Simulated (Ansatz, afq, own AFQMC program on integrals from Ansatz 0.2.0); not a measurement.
## GeH₄, singlet → GeH₄⁺, doublet

```xyz
5

Ge    0.0001    0.0001    0.0000
H     1.1502   -0.7577    0.6818
H    -1.2410   -0.0300    0.9058
H    -0.3298   -0.6703   -1.3430
H     0.4206    1.4580   -0.2445
```

E(doublet, charge +1) − E(singlet, charge +0) at this geometry, on RHF and UHF determinants.

Basis def2-TZVP. Only valence electrons are correlated. Integrals, coupled cluster, full CI and functionals: Ansatz 0.2.0; the random walks run on the same integrals in our own AFQMC program. The CISD trial takes its coefficients from CCSD amplitudes. Released means that phaseless walkers are propagated on without the constraint, phases kept. Uncertainties: one standard error, sampling alone. No spin–orbit coupling. The errors of all members are added in quadrature.

No full CI on the walks' own integrals is used here; CCSDT(Q) serves as the reference and is uncertain by about the last step of the cluster series. Each member takes its own surest rung, up to full CI.

Errors are counted within def2-TZVP, not against nature.

Cautions: inner d shell frozen; no relativity below Rb; no spin-orbit coupling; GeH₄⁺ (doublet): the released energies are still falling, so no released level is given (meV from the phaseless value at times in 1/Eh: -7.1 ± 2.1 at 0.24, -10.1 ± 1.5 at 0.51, -15.5 ± 1.8 at 0.99, -20.4 ± 1.0 at 1.62, -1098 ± 1078 at 2.40), though the last usable value meets CCSDT(Q) within the noise, its ph-AFQMC/CISD value lies 21.5 ± 1.6 meV above CCSDT(Q).

Reference (CCSDT(Q)): 1192.3 kJ/mol.

```csv
level,vertical ionization energy (kJ/mol),error against CCSDT(Q) (kJ/mol)
HF,1122.6,-69.6
MP2,1188.2,-4.1
CCSD,1192.8,0.6
CCSD(T),1193.1,0.8
CCSDT,1192.3,0.0
ph-AFQMC/CISD,1194.5 ± 0.2,2.2 ± 0.2
```

Correlation beyond CCSD(T) takes off 0.8 kJ/mol. The perturbative (T) step is worth +0.2 kJ/mol.
